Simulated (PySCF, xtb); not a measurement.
H2O, SMILES O.

Harmonic wavenumbers (cm⁻¹) from GFN2-xTB in xtb 6.7.1 at its own minimum, in rising order: 1540, 3641, 3650.

**Question.** What does PySCF 2.14.0 with B3LYP-D3(BJ)/def2-TZVPD give at its own minimum? (The exact figures need the calculation; the answer reports its results.)

**Answer.** 1624, 3786, 3887. Paired by order, the mean absolute difference is 155 cm⁻¹ and the zero-point energies are 12.6 and 13.3 kcal/mol.
